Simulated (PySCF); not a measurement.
How the method moves the proton affinities of ketene

Structure: `C=C=O` (C2H2O). Non-hydrogen atoms are numbered in `[CH2:1]=[C:2]=[O:3]`.

All levels share the PBE0-D3(BJ)/def2-SVP structures and the PBE0-D3(BJ)/def2-SVP thermal terms; only the single-point energies (PySCF) change. Values are proton affinities (298 K, kJ/mol).

| level | C1 | O3 | abs. error |
| --- | --- | --- | --- |
| LDA/def2-TZVP | 771 | 626 | 51.2 |
| PBE0-D3(BJ)/6-31G | 804 | 648 | 17.6 |
| PBE0-D3(BJ)/ma-def2-SVP | 806 | 646 | 16.1 |
| PBE-D3(BJ)/def2-TZVP | 806 | 647 | 16.0 |
| M06-2X/def2-TZVP (grid 3) | 806 | 645 | 15.9 |
| BLYP-D3(BJ)/def2-TZVP | 807 | 648 | 15.0 |
| PBE0-D3(BJ)/def2-SV(P) | 807 | 624 | 14.5 |
| CAM-B3LYP-D3(BJ)/def2-TZVP | 807 | 645 | 14.5 |
| PBE0-D3(BJ)/pcseg-1 | 808 | 637 | 13.8 |
| BP86-D3(BJ)/def2-TZVP | 808 | 650 | 13.4 |
| PBE0-D3(BJ)/def2-SVPD | 810 | 652 | 11.8 |
| PBE0-D3(BJ)/6-31+G* | 810 | 637 | 11.8 |
| r2SCAN-D3(BJ)/def2-TZVP (grid 3) | 812 | 647 | 10.3 |
| PBE0-D3(BJ)/aug-cc-pVDZ | 812 | 652 | 10.0 |
| ωB97M-D3(BJ)/def2-TZVP (grid 3) | 812 | 646 | 10.0 |
| B3LYP-D3(BJ)/def2-TZVP | 812 | 651 | 9.6 |
| PBE0-D3(BJ)/6-311+G** | 812 | 648 | 9.4 |
| M06/def2-TZVP (grid 3) | 813 | 651 | 9.2 |
| HSE06/def2-TZVP | 813 | 651 | 8.8 |
| PBE0-D3(BJ)/ma-def2-TZVP | 814 | 652 | 7.8 |
| PBE0-D3(BJ)/def2-TZVPD | 814 | 652 | 7.6 |
| PBE0-D3(BJ)/pcseg-2 | 814 | 654 | 7.4 |
| PBE0-D3(BJ)/aug-cc-pVTZ | 815 | 655 | 7.2 |
| PBE0-D3(BJ)/jun-cc-pV(T+d)Z | 815 | 655 | 7.2 |
| PBE0-D3(BJ)/def2-TZVP | 815 | 652 | 7.0 |
| PBE0-D3(BJ)/6-311++G(2d,2p) | 815 | 654 | 7.0 |
| PBE0-D3(BJ)/def2-TZVPP | 816 | 656 | 6.3 |
| PBE0-D3(BJ)/def2-SVP | 816 | 654 | 6.1 |
| PBE0-D3(BJ)/aug-pcseg-1 | 816 | 646 | 5.9 |
| PBE0-D3(BJ)/cc-pVTZ | 817 | 657 | 4.7 |
| BHandHLYP/def2-TZVP | 820 | 655 | 2.3 |
| TPSS-D3(BJ)/def2-TZVP (grid 3) | 822 | 656 | 0.0 |
| PBE0-D3(BJ)/cc-pVDZ | 823 | 655 | 0.9 |
| TPSSh-D3(BJ)/def2-TZVP (grid 3) | 824 | 657 | 1.8 |
| B97-2/def2-TZVP | 824 | 660 | 1.8 |
| LC-ωPBE/def2-TZVP | 824 | 652 | 1.9 |
| PBE0-D3(BJ)/6-31G* | 825 | 650 | 2.9 |
| ωB97X-D3(BJ)/def2-TZVP | 827 | 656 | 4.9 |
| OPBE/def2-TZVP | 827 | 663 | 5.5 |
| M06-L/def2-TZVP (grid 3) | 828 | 652 | 6.4 |
| HF/def2-TZVP | 844 | 669 | 22.1 |
| ATcT 1.112 | 822 | n/a |  |

Hartree-Fock leaves out electron correlation, so its proton affinities can be off by tens of kJ/mol.

The widest spread is that of C1: 73 kJ/mol, from 771 to 844.

Caveats: protonation at a multiple bond is drawn as the open cation; a hydrogen-bridged form may lie lower, and the ion may have rearranged by a hydride shift.
